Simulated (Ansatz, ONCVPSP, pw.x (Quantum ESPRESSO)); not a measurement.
**Nb: does the ONCV potential hold in the solid?**

ONCVPSP 4.0.1.1 (patched build) input, shortened (lines: element, Z, core and valence counts, functional; n l f; lmax; l rc ep ncon nbas qcut; lloc lpopt rc5 dvloc0; l nproj debl; icmod fcfact rcfact), LDA (Perdew-Wang 92), scalar-relativistic:

```
  Nb 41.00    6    5  -001012      upf
    1    0    2.00
    2    0    2.00
    2    1    6.00
    3    0    2.00
    3    1    6.00
    3    2   10.00
    4    0    2.00
    4    1    6.00
    4    2    4.00
    5    0    0.75
    5    1    0.25
    2
    0    1.95    0.00    4    9    7.10
    1    2.30    0.00    4    8    7.50
    2    2.80    0.00    4    9    4.70
    4    5    1.70    3.00
    0    2    2.80
    1    2    1.70
    2    2    2.10
    3    2.25    1.35
```

Atomic tests: cutoffs needed: 15 Ha and 19 Ha (the cutoffs (Ha) at which the residual kinetic energy of the hardest occupied pseudo-wave falls to 1 and 0.1 mHa per electron); ghost test: no bound ghost flagged; no localised positive-energy state flagged; configuration tests: 1 of 4 tests not solved or not reliable.

Crystal test: fcc Nb in pw.x 7.5, no spin, 14³ k-points, Fermi–Dirac smearing 0.01 Ry, cutoffs 50/200 Ry. The reference is all-electron LAPW (Ansatz 0.2.0) with the same functional, mesh and smearing; V0 and B0 come from Birch–Murnaghan fits to the pressures at five volumes. Errors are pseudo minus all-electron; Δ is the rms difference of the E(V) curves that follow from these fits, minima aligned, over ±6 % about the mean V0. Mesh and smearing are coarse, so the numbers serve the comparison and aren't converged zero-temperature values; the lattice is a test structure that the element need not adopt.

All-electron: a0 = 4.141 Å (V0 = 17.75 Å³/atom), B0 = 181.7 GPa.

Question: How far does the potential miss the all-electron equation of state?

Answer: mean pressure error (GPa): +2.28; a0 (Å): 4.158; a0 error (%): +0.42; B0 error (%): -2.6; Δ (meV/atom): 8.8. Atomic configuration tests: 1 of 4 tests not solved or not reliable.

```json
{"V (Å³/atom)": "16.812", "P all-electron (GPa)": "10.89", "P pseudo (GPa)": "13.33"}
{"V (Å³/atom)": "17.255", "P all-electron (GPa)": "5.41", "P pseudo (GPa)": "7.78"}
{"V (Å³/atom)": "17.697", "P all-electron (GPa)": "0.54", "P pseudo (GPa)": "2.83"}
{"V (Å³/atom)": "18.139", "P all-electron (GPa)": "-3.80", "P pseudo (GPa)": "-1.60"}
{"V (Å³/atom)": "18.582", "P all-electron (GPa)": "-7.66", "P pseudo (GPa)": "-5.55"}
```

Question: At the middle volume, how do free energy and pressure move when the wave cutoff is lowered (ecutrho kept at four times it)?

Answer:

```json
{"cutoff (Ry)": "22", "shift of F (meV/atom)": "+1187.1", "shift of P (GPa)": "-43.19"}
{"cutoff (Ry)": "30", "shift of F (meV/atom)": "+113.8", "shift of P (GPa)": "-6.37"}
{"cutoff (Ry)": "40", "shift of F (meV/atom)": "+3.1", "shift of P (GPa)": "-0.29"}
```

Input at the middle volume:

```
&control
  calculation='scf', prefix='x', pseudo_dir='./', outdir='./tmp', tstress=.true., disk_io='none'
/
&system
  ibrav=0, nat=1, ntyp=1, ecutwfc=50, ecutrho=200, nbnd=14,
  occupations='smearing', smearing='fd', degauss=0.01
/
&electrons
  conv_thr=1e-09, mixing_beta=0.4, electron_maxstep=70
/
ATOMIC_SPECIES
Nb 1.0 Nb.UPF
CELL_PARAMETERS angstrom
  0.00000000 2.06834613 2.06834613
  2.06834613 0.00000000 2.06834613
  2.06834613 2.06834613 0.00000000
ATOMIC_POSITIONS crystal
Nb 0.0000 0.0000 0.0000
K_POINTS automatic
14 14 14 0 0 0
```

```bash
pw.x < Nb.scf.in > Nb.scf.out
```

Lines of the output:

```
Message from routine setup:
     using ibrav=0 with symmetry is DISCOURAGED, use correct ibrav instead
     lattice parameter (alat)  =       5.5276  a.u.
     unit-cell volume          =     119.4253 (a.u.)^3
     number of electrons       =        13.00
     number of Kohn-Sham states=           14
     kinetic-energy cutoff     =      50.0000  Ry
     charge density cutoff     =     200.0000  Ry
     scf convergence threshold =      1.0E-09
     Exchange-correlation= SLA  PW   NOGX NOGC
     number of k points=   104  Fermi-Dirac smearing, width (Ry)=  0.0100
     iteration #  1     ecut=    50.00 Ry     beta= 0.40
     total energy              =    -116.97770147 Ry
     estimated scf accuracy    <       0.08694612 Ry
     iteration #  2     ecut=    50.00 Ry     beta= 0.40
     total energy              =    -116.97667387 Ry
     estimated scf accuracy    <       0.01341292 Ry
     iteration #  3     ecut=    50.00 Ry     beta= 0.40
     total energy              =    -116.97825163 Ry
     estimated scf accuracy    <       0.00052180 Ry
     iteration #  4     ecut=    50.00 Ry     beta= 0.40
     total energy              =    -116.97829590 Ry
     estimated scf accuracy    <       0.00001461 Ry
     iteration #  5     ecut=    50.00 Ry     beta= 0.40
     total energy              =    -116.97829957 Ry
     estimated scf accuracy    <       0.00000061 Ry
     iteration #  6     ecut=    50.00 Ry     beta= 0.40
     total energy              =    -116.97829962 Ry
     estimated scf accuracy    <       0.00000001 Ry
     iteration #  7     ecut=    50.00 Ry     beta= 0.40
     total energy              =    -116.97829961 Ry
     estimated scf accuracy    <          6.0E-09 Ry
     iteration #  8     ecut=    50.00 Ry     beta= 0.40
     the Fermi energy is    18.5724 ev
!    total energy              =    -116.97829962 Ry
     estimated scf accuracy    <          5.2E-12 Ry
     smearing contrib. (-TS)   =      -0.00648722 Ry
     The total energy is F=E-TS. E is the sum of the following terms:
     one-electron contribution =     -15.33851491 Ry
     hartree contribution      =      14.70802783 Ry
     xc contribution           =     -17.22141521 Ry
     ewald contribution        =     -99.11991011 Ry
     convergence has been achieved in   8 iterations
          total   stress  (Ry/bohr**3)                   (kbar)     P=       28.29
     Message from routine punch:
     Nothing written, as per user request (disk_io='none')
```

The run at the middle volume (104 k-points, 8 iterations) took about 8.8 s on one core of a shared host (Intel(R) Xeon(R) 6975P-C, 192 threads, 378 GiB, load 94).
